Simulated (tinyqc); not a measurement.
Extended Hueckel theory, for BH, step by step. One step of it, computed by the program tinyqc.

Task: Wolfsberg-Helmholz matrix. H_ij = K' S_ij (H_ii + H_jj)/2 for i != j (the diagonal keeps H_ii), with K' = K + D^2 + D^4 (1 - K), D = (H_ii - H_jj)/(H_ii + H_jj), K = 1.5.

overlap S, lower triangle:
```
,1B 2s,1B 2px,1B 2py,1B 2pz,2H 1s
1B 2s,1.000000
1B 2px,0.000000,1.000000
1B 2py,0.000000,0.000000,1.000000
1B 2pz,0.000000,0.000000,0.000000,1.000000
2H 1s,0.427518,0.000000,0.000000,0.488926,1.000000
```

diagonal H_ii (eV): 1B 2s -15.200000, 1B 2px -8.500000, 1B 2py -8.500000, 1B 2pz -8.500000, 2H 1s -13.600000

K = 1.500000

Give: H.

Result:

H (eV), lower triangle:
```
,1B 2s,1B 2px,1B 2py,1B 2pz,2H 1s
1B 2s,-15.200
1B 2px,0.000,-8.500
1B 2py,0.000,0.000,-8.500
1B 2pz,0.000,0.000,0.000,-8.500
2H 1s,-9.253,0.000,0.000,-8.384,-13.600
```
